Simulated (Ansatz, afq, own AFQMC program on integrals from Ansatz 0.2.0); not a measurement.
## Ru, quintet in def2-SVP, levels against CCSDTQ

A free Ru atom.

Basis def2-SVP with its core potentials. Noble-gas cores (and the filled d shells of Ga–Kr and In–Xe) are frozen. AFQMC by an in-house program on the Cholesky factors that Ansatz 0.2.0 writes for its CCSD(T) run. ph-AFQMC/CISD is guided by a CISD state made of CCSD amplitudes; releasing the constraint for a short imaginary time cuts its bias at the price of noise, slowly where states lie close. Free projection: walkers drawn from exp(T), propagated without any constraint. Its projection time is finite, and what remains of the start isn't in its error. Uncertainties: one standard error, sampling alone. No spin–orbit coupling. The metal's outer-core s and p shells are frozen, which shifts wave-function levels against functionals.

Determinant: UHF, the one that the program's search chose, which needn't be the lowest solution.

No full CI on the walks' own integrals is used here; CCSDTQ serves as the reference and is uncertain by about the last step of the cluster series.

Cautions: no spin-orbit coupling; outer-core shells of the metal frozen.

- T1 diagnostic: 0.0113
- weight of the determinant in the CISD state: 0.950
- ⟨S²⟩ of the determinant: 6.003
- size of the correlated space: 8 electrons in 27 orbitals

Reference: CCSDTQ, correlation energy -3.462 eV. The released energy is read at 4.20 1/Eh (meV from the phaseless value at times in 1/Eh: -4.7 ± 1.4 at 0.60, -6.7 ± 1.3 at 1.20, -7.7 ± 1.4 at 2.00, -8.9 ± 1.8 at 3.00, -9 ± 3 at 4.20).

| level | E − E(reference) (kcal/mol) | share of correlation (%) |
| --- | --- | --- |
| HF | 79.85 | 0.00 |
| MP2 | 6.43 | 91.94 |
| CCSD | 2.12 | 97.34 |
| CCSD(T) | 0.22 | 99.72 |
| CCSDT | 0.04 | 99.96 |
| CCSDT(Q) | 0.02 | 99.97 |
| ph-AFQMC/HF | 1.16 ± 0.25 | 98.55 |
| ph-AFQMC/CISD | 0.23 ± 0.04 | 99.71 |
| released AFQMC | 0.02 ± 0.06 | 99.97 |
| free AFQMC | -0.01 ± 0.03 | 100.01 |

CCSDT and higher add their correlation energy to the determinant of the CCSD(T) run, since their own runs factorise the integrals more tightly (a shift of under 2 meV). Free projections are given only where their last times agree within the noise and don't stop above the reference; a slow remainder of the start can still hide under it. A walk keeps the symmetry of its determinant, which the program's search chose and which needn't be the lowest solution, so a lower state of the same spin and another symmetry isn't excluded. Released energies are given only where the last usable release times agree within the noise; a slower fall can still hide under it.
